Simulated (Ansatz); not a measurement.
Geometry optimisation, Ansatz, UKS PBE0/def2-SVP.

input.yaml

```yaml
crystal:
  periodic: [false, false, false]
  atoms:
    - { symbol: C, position_ang: [-0.62433, 0.36544, -0.13004] }
    - { symbol: B, position_ang: [0.78097, -0.36913, 0.03759] }
    - { symbol: S, position_ang: [1.15844, -1.40284, 1.34503] }
    - { symbol: H, position_ang: [-1.42415, -0.36827, -0.21472] }
    - { symbol: H, position_ang: [-0.65776, 1.00548, -1.00619] }
    - { symbol: H, position_ang: [-0.84446, 0.97303, 0.74576] }
    - { symbol: H, position_ang: [1.61129, -0.20372, -0.77744] }
magnetization:
  spin_polarized: true
  initial_magnetization: 1
basis:
  gaussian: { orbitals: def2-SVP }
hamiltonian:
  xc: pbe0
relax:
  f_tol: 0.02
  max_steps: 40
```

Run as:

```bash
$ ansatz run input.yaml --threads 1 --pin off --max-ram 2048MiB --backend cpu --events-out ev --progress --plain --runs-dir out
```

Question: Where does it end, and by what steps?

Answer: It converged. The force dipped under the threshold on the way, but the program's further checks kept it going. After 14 steps the energy has fallen by 0.103 eV; H7 moved furthest, 0.64 Å.

| step | energy less start (eV) | largest force component (eV/Å) | accepted |
| --- | --- | --- | --- |
| 0 | 0.0000 | 1.256 | yes |
| 1 | -0.0439 | 0.582 | yes |
| 2 | -0.0559 | 0.117 | yes |
| 3 | -0.0561 | 0.159 | yes |
| 4 | -0.0585 | 0.211 | yes |
| 5 | -0.0783 | 0.157 | yes |
| 6 | -0.0653 | 0.625 | no |
| 7 | -0.0893 | 0.052 | yes |
| 8 | -0.0951 | 0.126 | yes |
| 9 | -0.0940 | 0.266 | no |
| 10 | -0.0995 | 0.052 | yes |
| 11 | -0.1019 | 0.006 | yes |
| 12 | -0.1022 | 0.071 | yes |
| 13 | -0.1024 | 0.048 | yes |
| 14 | -0.1026 | 0.001 | yes |

```xyz
7
Properties=species:S:1:pos:R:3
C -0.634 0.373 -0.092
B 0.719 -0.421 0.034
S 1.481 -0.914 1.521
H -1.336 -0.217 -0.705
H -0.448 1.303 -0.654
H -1.117 0.623 0.862
H 1.334 -0.747 -0.966
```

Whether the end is a true minimum wasn't checked by a vibrational analysis.

Run time: 48 s on 1 thread of Arm Neoverse V1, on a shared host, peak memory 0.15 GiB.
